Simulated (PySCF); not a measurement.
PySCF input (BP86/def2-SVP):

```python
from pyscf import gto, dft

mol = gto.M(
    atom='''
    C     0.00120855    0.02708658    0.35198259
    H     0.00587364   -0.08304392    1.45078206
    C    -0.00664579    1.48103266    0.03757694
    H    -0.93626071    2.03281437   -0.01005973
    H     0.91748488    2.04131070   -0.01707847
    C     1.26857642   -0.66006722   -0.16919792
    H     1.30800293   -0.61547010   -1.26008847
    H     2.16712783   -0.17716068    0.21971490
    H     1.29371115   -1.71022549    0.12827181
    C    -1.26371755   -0.67167357   -0.15961002
    H    -1.31181055   -0.62747758   -1.25016920
    H    -1.27697189   -1.72200779    0.13800506
    H    -2.16368700   -0.19701026    0.23611246
    ''',
    basis='def2-svp',
    charge=0,
    spin=1,
    verbose=4,
)

mf = dft.UKS(mol, xc='bp86')
mf.grids.level = 3
mf.conv_tol = 1e-9
mf.max_cycle = 100
mf.max_memory = 1500
mf.kernel()
if not mf.converged:
    mf = mf.newton()
    mf.kernel(mf.make_rdm1())
mo, _, stable, _ = mf.stability(return_status=True)
if not stable:
    mf.kernel(mf.make_rdm1(mo, mf.mo_occ))
    stable = mf.stability(return_status=True)[2]
mf.dip_moment()
```

From the last part of the output:

```
XC functionals = bp86
    A. D. Becke,  Phys. Rev. A 38, 3098 (1988)
    J. P. Perdew,  Phys. Rev. B 33, 8822 (1986)
    J. P. Perdew,  Phys. Rev. B 34, 7406–7406 (1986)
radial grids:
    Treutler-Ahlrichs [JCP 102, 346 (1995); DOI:10.1063/1.469408] (M4) radial grids

becke partition: Becke, JCP 88, 2547 (1988); DOI:10.1063/1.454033
pruning grids: <function nwchem_prune>
grids dens level: 3
symmetrized grids: False
atomic radii adjust function: <function treutler_atomic_radii_adjust>
small_rho_cutoff = 0
Set gradient conv threshold to 3.16228e-05
tot grids = 144744
init E= -157.597684839576
  alpha nocc = 17  HOMO = -0.20674485676813  LUMO = -0.00121000885629652
  beta  nocc = 16  HOMO = -0.383076393079197  LUMO = -0.206744856768129

WARN: HOMO -0.20674485676813 >= LUMO -0.206744856768129

cycle= 1 E= -157.587085414529  delta_E= 0.0106  |g|= 0.336  |ddm|= 2.42
  alpha nocc = 17  HOMO = -0.096168572264367  LUMO = 0.079775875872877
  beta  nocc = 16  HOMO = -0.201503676690438  LUMO = -0.0240506282220698
  HOMO = -0.0961685722644  LUMO = -0.0240506282221  gap/eV = 1.96243
cycle= 2 E= -157.513283255896  delta_E= 0.0738  |g|= 0.501  |ddm|= 0.945
  alpha nocc = 17  HOMO = -0.161706933550691  LUMO = 0.0464844831605529
  beta  nocc = 16  HOMO = -0.292210842727266  LUMO = -0.0839470442115267
  HOMO = -0.161706933551  LUMO = -0.0839470442115  gap/eV = 2.11595
cycle= 3 E= -157.655399844943  delta_E= -0.142  |g|= 0.0325  |ddm|= 0.583
  alpha nocc = 17  HOMO = -0.166877330673043  LUMO = 0.0453293246139284
  beta  nocc = 16  HOMO = -0.291345729855494  LUMO = -0.0857610311854708
  HOMO = -0.166877330673  LUMO = -0.0857610311855  gap/eV = 2.20729
cycle= 4 E= -157.655773672388  delta_E= -0.000374  |g|= 0.0191  |ddm|= 0.0638
  alpha nocc = 17  HOMO = -0.165839666432479  LUMO = 0.0447617010126962
  beta  nocc = 16  HOMO = -0.292780753812842  LUMO = -0.0832196449810181
  HOMO = -0.165839666432  LUMO = -0.083219644981  gap/eV = 2.24821
cycle= 5 E= -157.65595030557  delta_E= -0.000177  |g|= 0.00445  |ddm|= 0.0203
  alpha nocc = 17  HOMO = -0.166348970930578  LUMO = 0.0447872489031935
  beta  nocc = 16  HOMO = -0.292584629424419  LUMO = -0.0830398627831186
  HOMO = -0.166348970931  LUMO = -0.0830398627831  gap/eV = 2.26696
cycle= 6 E= -157.655960720803  delta_E= -1.04e-05  |g|= 0.000937  |ddm|= 0.0068
  alpha nocc = 17  HOMO = -0.166490708427188  LUMO = 0.0447735138449143
  beta  nocc = 16  HOMO = -0.29262045852726  LUMO = -0.0829781285277367
  HOMO = -0.166490708427  LUMO = -0.0829781285277  gap/eV = 2.27249
cycle= 7 E= -157.655961251428  delta_E= -5.31e-07  |g|= 0.000406  |ddm|= 0.00244
  alpha nocc = 17  HOMO = -0.166436022961398  LUMO = 0.0447858069383038
  beta  nocc = 16  HOMO = -0.292584388487181  LUMO = -0.082877345292657
  HOMO = -0.166436022961  LUMO = -0.0828773452927  gap/eV = 2.27375
cycle= 8 E= -157.655961381362  delta_E= -1.3e-07  |g|= 0.000138  |ddm|= 0.000774
  alpha nocc = 17  HOMO = -0.166470168472566  LUMO = 0.0447869743223515
  beta  nocc = 16  HOMO = -0.292592854368672  LUMO = -0.0829092853777573
  HOMO = -0.166470168473  LUMO = -0.0829092853778  gap/eV = 2.27381
cycle= 9 E= -157.655961348173  delta_E= 3.32e-08  |g|= 5.52e-05  |ddm|= 0.000206
  alpha nocc = 17  HOMO = -0.166459996097869  LUMO = 0.0447866294554813
  beta  nocc = 16  HOMO = -0.292591543425399  LUMO = -0.0829016353783345
  HOMO = -0.166459996098  LUMO = -0.0829016353783  gap/eV = 2.27374
cycle= 10 E= -157.655961349966  delta_E= -1.79e-09  |g|= 6.02e-06  |ddm|= 7.29e-05
  alpha nocc = 17  HOMO = -0.166458589566336  LUMO = 0.0447872293783464
  beta  nocc = 16  HOMO = -0.292590198673211  LUMO = -0.0829008739500612
  HOMO = -0.166458589566  LUMO = -0.0829008739501  gap/eV = 2.27372
cycle= 11 E= -157.655961349987  delta_E= -2.07e-11  |g|= 3.15e-06  |ddm|= 1.39e-05
  alpha nocc = 17  HOMO = -0.166459710173824  LUMO = 0.044786714001535
  beta  nocc = 16  HOMO = -0.292591247156787  LUMO = -0.082902001973034
  HOMO = -0.166459710174  LUMO = -0.082902001973  gap/eV = 2.27372
Extra cycle  E= -157.655961349985  delta_E= 1.82e-12  |g|= 3.98e-06  |ddm|= 8.41e-06
converged SCF energy = -157.655961349985  <S^2> = 0.75320886  2S+1 = 2.0032063
uhf_internal: lowest eigs of H = [0.69125354 0.70350707 0.71847641]
<class 'pyscf.dft.uks.UKS'> wavefunction is stable in the internal stability analysis
Dipole moment(X, Y, Z, Debye):  0.00175, -0.20339,  0.21882
```
